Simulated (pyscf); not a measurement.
Four-centre exchange: Cl–GaH₂ (SMILES [Cl][GaH2]) + H₂C=CH₂ (SMILES C=C) → H₂C=CH–GaH–Cl (SMILES C=[CH][GaH][Cl]) + H₂ (SMILES [H][H])

Gas phase, singlet surface, charge 0. Bonds broken: Ga2–H3, C5–H7. Bonds formed: Ga2–C5, H3–H7. Structures and frequencies: ωB97X-D3(BJ)/def2-SVP in PySCF.

Transition state (Å):

```xyz
10

Cl    -0.9807    -0.3895     2.4427
Ga    -1.7464    -0.7563     0.4580
H     -0.6864    -1.9691    -0.2312
H     -3.2217    -0.9942     0.0804
C     -0.6629     0.4735    -0.8859
C      0.3452     1.2235    -0.4123
H     -0.4699    -0.9607    -0.6501
H     -1.1017     0.7232    -1.8616
H      0.7427     2.0912    -0.9547
H      0.8082     0.9998     0.5573
```

One imaginary mode, 1483i cm⁻¹; descent along it reached the two sides named, in the forms told below.

```
bond    change  reactant side (Å)  saddle  product side
------  ------  -----------------  ------  ------------
Ga2–H3  breaks              1.555   1.752           2.6
C5–H7   breaks              1.094   1.466           3.0
Ga2–C5   forms                2.6   2.120         1.940
H3–H7    forms                2.8   1.113         0.762
```

Electronic energies relative to the separated reactants (kJ/mol):

```json
[
 {"level": "ωB97X-D3(BJ)/def2-TZVP", "barrier": "155.1", "reaction energy": "+12.0", "reverse barrier": "143.0"},
 {"level": "PBE/def2-TZVP", "barrier": "138.0", "reaction energy": "+18.8", "reverse barrier": "119.2"},
 {"level": "r²SCAN/def2-TZVP", "barrier": "135.6", "reaction energy": "+15.7", "reverse barrier": "119.9"},
 {"level": "B3LYP-D3(BJ)/def2-TZVP", "barrier": "158.5", "reaction energy": "+18.3", "reverse barrier": "140.1"},
 {"level": "PBE0-D3(BJ)/def2-TZVP", "barrier": "141.3", "reaction energy": "+18.2", "reverse barrier": "123.0"},
 {"level": "M06-2X/def2-TZVP", "barrier": "153.7", "reaction energy": "+10.0", "reverse barrier": "143.7"},
 {"level": "ωB97M-D3(BJ)/def2-TZVP", "barrier": "165.8", "reaction energy": "+22.4", "reverse barrier": "143.4"},
 {"level": "HF/def2-TZVP", "barrier": "242.5", "reaction energy": "+40.3", "reverse barrier": "202.3"}
]
```

With ωB97M-D3(BJ)/def2-TZVP energies and thermal terms (ideal gas, 1 atm, RRHO with modes under 100 cm⁻¹ raised to 100, one conformer, R ln 2 for chiral ones without a mode under 150 cm⁻¹), in kJ/mol:

```tsv
T (K)	ΔH‡	ΔG‡	ΔH	ΔG
298	158.9	202.9	+12.7	+19.1
600	160.9	246.8	+18.8	+23.1
900	164.2	289.1	+23.1	+24.2
1200	167.8	330.2	+26.0	+24.1
```

On the reactant side the descent ends in a bound adduct (not fully relaxed), 49.4 kJ/mol under the separated species and 204.4 kJ/mol under the saddle at ωB97X-D3(BJ)/def2-TZVP. At the saddle there is also a short Ga–H contact that neither side keeps. The same reactants have a lower exit, to H₃C–CH₂–GaH–Cl (barrier +46.1 kJ/mol at ωB97M-D3(BJ)/def2-TZVP, against +165.8 kJ/mol here). This is the saddle that the search found; another between the same sides may lie lower. Elements up to Kr have no core potential and no relativistic terms here.
